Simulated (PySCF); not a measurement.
Simulated outer-valence photoelectron spectrum of (methylthio)acetonitrile, `CSCC#N`. The calculation used EOM-IP-CCSD/aug-cc-pVDZ in PySCF, restricted Hartree–Fock reference, 9 core orbitals frozen, non-relativistic, gas phase, PBE0-D3(BJ)/def2-SVP geometry.

Each root has a Gaussian of 0.8 eV full width with its one-hole share as area; cross sections and vibrations are left out, and the highest printed point is 100.

(ionisation energy (eV), intensity): (8.2, 0), (8.4, 1), (8.6, 6), (8.8, 16), (9.0, 32), (9.2, 46), (9.4, 46), (9.6, 32), (9.8, 16), (10.0, 6), (10.2, 1), (10.4, 0), (10.6, 0), (10.8, 2), (11.0, 7), (11.2, 18), (11.4, 35), (11.6, 51), (11.8, 58), (12.0, 62), (12.2, 71), (12.4, 84), (12.6, 96), (12.8, 100), (13.0, 92), (13.2, 73), (13.4, 56), (13.6, 51), (13.8, 52), (14.0, 46), (14.2, 32), (14.4, 21), (14.6, 22), (14.8, 37), (15.0, 55), (15.2, 67), (15.4, 69), (15.6, 62), (15.8, 46), (16.0, 26), (16.2, 11), (16.4, 3), (16.6, 1), (16.8, 0)

Question: Where are the maxima, and how many lines lie under the curve?

Answer: 4 maxima, at 9.3, 12.8, 13.8 and 15.4 eV, from 8 lines. At this width some lines have no maximum of their own.

Question: List the lines with their holes.

Answer: 
```
E (eV)  leading hole (HF orbital)  area  Koopmans (eV)
  9.30                       HOMO  0.96          10.03
 11.67                     HOMO-1  0.96          12.21
 12.34                     HOMO-2  0.95          12.68
 12.77                     HOMO-3  0.95          13.33
 13.08                     HOMO-5  0.93          15.38
 13.88                     HOMO-4  0.95          14.73
 15.09                     HOMO-6  0.95          16.28
 15.62                     HOMO-7  0.94          16.80
```

The widest gap, 2.37 eV, lies between 9.30 and 11.67 eV. Only orbitals with −ε under 21 eV, eight at most, were ionised, so the high end of the curve may lack lines.

Shape of the structure used: `[CH3:1][S:2][CH2:3][C:4]#[N:5]`: C1–S2–C3–C4 -62°.

One conformer stands for the species.
